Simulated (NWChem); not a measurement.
System: C$_{4}$H$_{8}$ cation, doublet; SMILES of the neutral closed-shell parent C=C(C)C

NWChem input:

```
start job
memory heap 200 mb stack 900 mb global 1100 mb
charge 1
geometry units angstroms noautosym nocenter noautoz
  C     -0.671514     1.265385     0.043954
  C      0.063765     0.000086     0.001518
  C     -0.655666    -1.273849    -0.046123
  C      1.486988     0.009532     0.005560
  H     -1.672337     1.160944     0.488258
  H     -0.850332     1.545632    -1.020999
  H     -0.106043     2.094553     0.491455
  H     -0.871502    -1.538435     1.015910
  H     -0.069353    -2.103659    -0.463705
  H     -1.642793    -1.184214    -0.524168
  H      2.054728    -0.926980     0.017865
  H      2.042447     0.953453    -0.003494
end
basis spherical
  C library 6-31g*
  H library 6-31g*
end
dft
  odft
  mult 2
  xc hfexch
  iterations 150
  mulliken
end
task dft energy
esp
  recalculate
  probe 0.07
  range 0.3
  factor 1.0
  spacing 0.02
end
task esp
```

Output (shortened):

```
             Northwest Computational Chemistry Package (NWChem) 7.3.0
             --------------------------------------------------------

                             Geometry "geometry" -> ""
                             -------------------------

 Output coordinates in angstroms (scale by  1.889725989 to convert to a.u.)

  No.       Tag          Charge          X              Y              Z
 ---- ---------------- ---------- -------------- -------------- --------------
    1 C                    6.0000    -0.67151400     1.26538500     0.04395400
    2 C                    6.0000     0.06376500     0.00008600     0.00151800
    3 C                    6.0000    -0.65566600    -1.27384900    -0.04612300
    4 C                    6.0000     1.48698800     0.00953200     0.00556000
    5 H                    1.0000    -1.67233700     1.16094400     0.48825800
    6 H                    1.0000    -0.85033200     1.54563200    -1.02099900
    7 H                    1.0000    -0.10604300     2.09455300     0.49145500
    8 H                    1.0000    -0.87150200    -1.53843500     1.01591000
    9 H                    1.0000    -0.06935300    -2.10365900    -0.46370500
   10 H                    1.0000    -1.64279300    -1.18421400    -0.52416800
   11 H                    1.0000     2.05472800    -0.92698000     0.01786500
   12 H                    1.0000     2.04244700     0.95345300    -0.00349400

 Effective nuclear repulsion energy (a.u.)     119.2185008343

  xc_inp: hfexch multiplicative factor not found.

                                 NWChem DFT Module
                                 -----------------

 Summary of "ao basis" -> "ao basis" (spherical)
 ------------------------------------------------------------------------------
       Tag                 Description            Shells   Functions and Types
 ---------------- ------------------------------  ------  ---------------------
 C                           6-31g*                  6       14   3s2p1d
 H                           6-31g*                  2        2   2s

            General Information
            -------------------
          SCF calculation type: DFT
          Wavefunction type:  spin polarized.
          No. of atoms     :    12
          No. of electrons :    31
           Alpha electrons :    16
            Beta electrons :    15
          Charge           :     1
          Spin multiplicity:     2
          Use of symmetry is: off; symmetry adaption is: off
          Maximum number of iterations: 150
          AO basis - number of functions:    72
                     number of shells:    40
          Convergence on energy requested:  1.00D-06
          Convergence on density requested:  1.00D-05
          Convergence on gradient requested:  5.00D-04

              XC Information
              --------------
                     Hartree-Fock (Exact) Exchange  1.000

      Superposition of Atomic Density Guess
      -------------------------------------

 Sum of atomic energies:        -154.62687691

 Renormalizing density from      32.00 to     31

      Non-variational initial energy
      ------------------------------

 Total energy =    -153.610004
 1-e energy   =    -427.901828
 2-e energy   =     155.073323
 HOMO         =      -0.548589
 LUMO         =      -0.289746

     ---------------------------------------------
      Total Density - Mulliken Population Analysis
     ---------------------------------------------

    Atom       Charge   Shell Charges
 -----------   ------   -------------------------------------------------------
    1 C    6     6.91   2.00  0.77  2.29  0.68  1.13  0.03
    2 C    6     5.91   2.00  0.79  1.87  0.47  0.73  0.05
    3 C    6     6.91   2.00  0.77  2.29  0.68  1.13  0.03
    4 C    6     6.19   2.00  0.80  1.85  0.65  0.87  0.03
    5 H    1     0.64   0.43  0.21
    6 H    1     0.61   0.41  0.20
    7 H    1     0.64   0.43  0.21
    8 H    1     0.61   0.41  0.20
    9 H    1     0.64   0.43  0.21
   10 H    1     0.64   0.43  0.21
   11 H    1     0.66   0.44  0.22
   12 H    1     0.66   0.44  0.22

     --------------------------------------------
      Spin Density - Mulliken Population Analysis
     --------------------------------------------

    Atom       Charge   Shell Charges
 -----------   ------   -------------------------------------------------------
    1 C    6     0.05   0.00  0.00  0.03 -0.00  0.01  0.00
    2 C    6     0.29  -0.00 -0.00  0.18  0.00  0.11  0.01
    3 C    6     0.05   0.00  0.00  0.03 -0.00  0.01  0.00
    4 C    6     0.50   0.00  0.00  0.30 -0.00  0.20  0.00
    5 H    1     0.01   0.01  0.00
    6 H    1     0.04   0.03  0.01
    7 H    1     0.01   0.00  0.00
    8 H    1     0.04   0.03  0.01
    9 H    1     0.00   0.00  0.00
   10 H    1     0.01   0.01  0.00
   11 H    1     0.00   0.00  0.00
   12 H    1     0.00   0.00  0.00

   convergence    iter        energy       DeltaE   RMS-Dens  Diis-err
 ---------------- ----- ----------------- --------- --------- ---------
 d= 0,ls=0.0,diis     1   -155.7204302595 -2.75D+02  4.43D-03  1.61D-01
                                                     4.23D-03  1.55D-01
 d= 0,ls=0.0,diis     2   -155.8084563212 -8.80D-02  1.81D-03  2.39D-02
                                                     1.78D-03  2.69D-02
 d= 0,ls=0.0,diis     3   -155.8231346952 -1.47D-02  8.00D-04  1.57D-03
                                                     6.73D-04  1.62D-03
 d= 0,ls=0.0,diis     4   -155.8254750569 -2.34D-03  2.56D-04  2.29D-04
                                                     2.26D-04  3.31D-04
 d= 0,ls=0.0,diis     5   -155.8258751759 -4.00D-04  3.37D-04  8.62D-05
                                                     2.31D-04  6.92D-05
  Resetting Diis
 d= 0,ls=0.0,diis     6   -155.8261310825 -2.56D-04  1.79D-04  1.56D-05
                                                     1.07D-04  1.52D-05
 d= 0,ls=0.0,diis     7   -155.8261825055 -5.14D-05  3.11D-05  3.15D-06
                                                     2.35D-05  3.04D-06
 d= 0,ls=0.0,diis     8   -155.8261878332 -5.33D-06  3.28D-05  1.46D-06
                                                     2.24D-05  1.35D-06
 d= 0,ls=0.0,diis     9   -155.8261916293 -3.80D-06  4.47D-05  6.87D-07
                                                     2.95D-05  4.91D-07
 d= 0,ls=0.0,diis    10   -155.8261938832 -2.25D-06  9.95D-06  3.58D-08
                                                     7.26D-06  5.15D-08
 d= 0,ls=0.0,diis    11   -155.8261940233 -1.40D-07  1.36D-06  2.34D-09
                                                     1.18D-06  2.90D-09

         Total DFT energy =     -155.826194023336
      One electron energy =     -437.212139635845
           Coulomb energy =      185.457697140863
    Exchange-Corr. energy =      -23.290252362611
 Nuclear repulsion energy =      119.218500834257

 Numeric. integr. density =        0.000000000000

                    DFT Final Alpha Molecular Orbital Analysis
                    ------------------------------------------

 Vector   14  Occ=1.000000D+00  E=-7.466866D-01
              MO Center= -4.1D-01, -6.1D-03,  7.6D-03, r^2= 3.4D+00
   Bfn.  Coefficient  Atom+Function         Bfn.  Coefficient  Atom+Function
  ----- ------------  ---------------      ----- ------------  ---------------
    31      0.226002   3 C  px                3      0.223448   1 C  px
    17     -0.212989   2 C  px               45      0.196918   4 C  px
     5      0.192142   1 C  pz               33     -0.190888   3 C  pz
    63     -0.146295   8 H  s                59     -0.142077   6 H  s
    35      0.140215   3 C  px                7      0.138512   1 C  px

 Vector   15  Occ=1.000000D+00  E=-7.346868D-01
              MO Center= -4.5D-01, -4.4D-03,  5.9D-04, r^2= 3.3D+00
   Bfn.  Coefficient  Atom+Function         Bfn.  Coefficient  Atom+Function
  ----- ------------  ---------------      ----- ------------  ---------------
     4      0.299519   1 C  py               32      0.297932   3 C  py
    18     -0.259300   2 C  py               65     -0.187207   9 H  s
    61      0.185237   7 H  s                22     -0.162801   2 C  py
     8      0.150238   1 C  py               36      0.148136   3 C  py
    66     -0.130583   9 H  s                31     -0.129135   3 C  px

 Vector   16  Occ=1.000000D+00  E=-6.411383D-01
              MO Center=  7.3D-01,  6.4D-03,  2.9D-03, r^2= 2.5D+00
   Bfn.  Coefficient  Atom+Function         Bfn.  Coefficient  Atom+Function
  ----- ------------  ---------------      ----- ------------  ---------------
    47      0.467452   4 C  pz               51      0.363359   4 C  pz
    19      0.224271   2 C  pz               23      0.191915   2 C  pz
     5     -0.149187   1 C  pz               33     -0.148723   3 C  pz
     9     -0.124815   1 C  pz               37     -0.122930   3 C  pz
    59      0.111962   6 H  s                63     -0.111678   8 H  s

 Vector   17  Occ=0.000000D+00  E=-1.247914D-01
              MO Center=  3.7D-01,  4.7D-03,  2.0D-03, r^2= 2.6D+00
   Bfn.  Coefficient  Atom+Function         Bfn.  Coefficient  Atom+Function
  ----- ------------  ---------------      ----- ------------  ---------------
    23      0.672941   2 C  pz               51     -0.517933   4 C  pz
    19      0.467793   2 C  pz               47     -0.321333   4 C  pz
    60      0.261487   6 H  s                64     -0.258941   8 H  s
    62     -0.138131   7 H  s                66      0.129543   9 H  s
    68      0.122800  10 H  s                58     -0.115958   5 H  s

 Vector   18  Occ=0.000000D+00  E= 3.569137D-02
              MO Center=  2.3D-01,  1.0D-04,  1.0D-03, r^2= 6.8D+00
   Bfn.  Coefficient  Atom+Function         Bfn.  Coefficient  Atom+Function
  ----- ------------  ---------------      ----- ------------  ---------------
     6      1.114659   1 C  s                34      1.118152   3 C  s
    48      0.934037   4 C  s                70     -0.819976  11 H  s
    72     -0.817050  12 H  s                58     -0.658853   5 H  s
    68     -0.655059  10 H  s                66     -0.611264   9 H  s
    62     -0.608090   7 H  s                49      0.565317   4 C  px

 Vector   19  Occ=0.000000D+00  E= 7.764556D-02
              MO Center=  6.0D-03, -1.4D-02,  9.6D-04, r^2= 6.5D+00
   Bfn.  Coefficient  Atom+Function         Bfn.  Coefficient  Atom+Function
  ----- ------------  ---------------      ----- ------------  ---------------
    60      1.215342   6 H  s                64      1.210006   8 H  s
    48      1.114413   4 C  s                 6     -1.097617   1 C  s
    34     -1.094091   3 C  s                70     -0.806341  11 H  s
    72     -0.733368  12 H  s                 9      0.679933   1 C  pz
    37     -0.678414   3 C  pz               20      0.563013   2 C  s

                     DFT Final Beta Molecular Orbital Analysis
                     -----------------------------------------

 Vector   13  Occ=1.000000D+00  E=-7.440254D-01
              MO Center= -6.3D-01, -2.0D-02, -1.1D-02, r^2= 3.1D+00
   Bfn.  Coefficient  Atom+Function         Bfn.  Coefficient  Atom+Function
  ----- ------------  ---------------      ----- ------------  ---------------
    31      0.254980   3 C  px                3      0.250530   1 C  px
    17     -0.238402   2 C  px               45      0.219609   4 C  px
    67     -0.188702  10 H  s                57     -0.185663   5 H  s
    35      0.160144   3 C  px                7      0.157155   1 C  px
    33      0.141955   3 C  pz                5     -0.139662   1 C  pz

 Vector   14  Occ=1.000000D+00  E=-7.348141D-01
              MO Center= -5.7D-01,  9.7D-03,  1.1D-02, r^2= 3.3D+00
   Bfn.  Coefficient  Atom+Function         Bfn.  Coefficient  Atom+Function
  ----- ------------  ---------------      ----- ------------  ---------------
     5      0.288530   1 C  pz               33     -0.288783   3 C  pz
    63     -0.190543   8 H  s                59     -0.187027   6 H  s
    37     -0.183174   3 C  pz                9      0.181886   1 C  pz
    17     -0.139002   2 C  px               64     -0.133769   8 H  s
    60     -0.131609   6 H  s                61      0.124104   7 H  s

 Vector   15  Occ=1.000000D+00  E=-7.332855D-01
              MO Center= -4.6D-01, -1.2D-02, -5.3D-03, r^2= 3.3D+00
   Bfn.  Coefficient  Atom+Function         Bfn.  Coefficient  Atom+Function
  ----- ------------  ---------------      ----- ------------  ---------------
     4      0.303857   1 C  py               32      0.301517   3 C  py
    18     -0.262018   2 C  py               65     -0.183903   9 H  s
    61      0.177619   7 H  s                22     -0.156570   2 C  py
     8      0.152967   1 C  py               36      0.150577   3 C  py
    66     -0.129556   9 H  s                31     -0.125241   3 C  px

 Vector   16  Occ=0.000000D+00  E=-2.163812D-01
              MO Center=  5.4D-01,  3.4D-03,  2.7D-03, r^2= 2.2D+00
   Bfn.  Coefficient  Atom+Function         Bfn.  Coefficient  Atom+Function
  ----- ------------  ---------------      ----- ------------  ---------------
    23      0.400547   2 C  pz               19      0.356564   2 C  pz
    51      0.324649   4 C  pz               47      0.284920   4 C  pz
    64     -0.166564   8 H  s                60      0.164502   6 H  s
    68      0.110872  10 H  s                58     -0.105500   5 H  s
    59      0.098754   6 H  s                63     -0.098774   8 H  s

[...]

                     NWChem Electrostatic Potential Fit Module
                     -----------------------------------------

 Atom parameters

 Number of atoms is                                   12
 Number of basis functions is                         72

 Grid parameters

 Maximum number of grid points is                  43305
 Number of grid points is                          43304
 Grid range                                     0.300000 nm
 Grid spacing                                   0.020000 nm
 Probe radius                                   0.070000 nm
 Atom radius factor                             1.000000

 Atomic radii

    1    0.100000
    6    0.147000
 FASTESP  F
  using M.O. file = ./job.movecs

    Atom              Coordinates                           Charge

                                                  ESP

    1 C    -0.067151    0.126539    0.004395   -0.370497
    2 C     0.006377    0.000009    0.000152    0.603641
    3 C    -0.065567   -0.127385   -0.004612   -0.370256
    4 C     0.148699    0.000953    0.000556   -0.162848
    5 H    -0.167234    0.116094    0.048826    0.155949
    6 H    -0.085033    0.154563   -0.102100    0.161185
    7 H    -0.010604    0.209455    0.049146    0.144213
    8 H    -0.087150   -0.153844    0.101591    0.161252
    9 H    -0.006935   -0.210366   -0.046371    0.143670
   10 H    -0.164279   -0.118421   -0.052417    0.156313
   11 H     0.205473   -0.092698    0.001787    0.188807
   12 H     0.204245    0.095345   -0.000349    0.188572
                                            ------------
                                                1.000000

 Dipole moment                                  0.628456

 Quadrupole moment Qxx                          7.216697
                   Qyy                          2.419607
                   Qzz                         -9.636303

 RMS deviation kJ/mol                           0.039504

 RRMS %                                         2.076098
```

Level: UHF/6-31G* (spherical d). The geometry was optimised at PBE0/def2-SVP, spin-unrestricted. Not confirmed as a minimum by frequencies. This spin state was assumed; another may lie lower. No stability test was run on the SCF state.
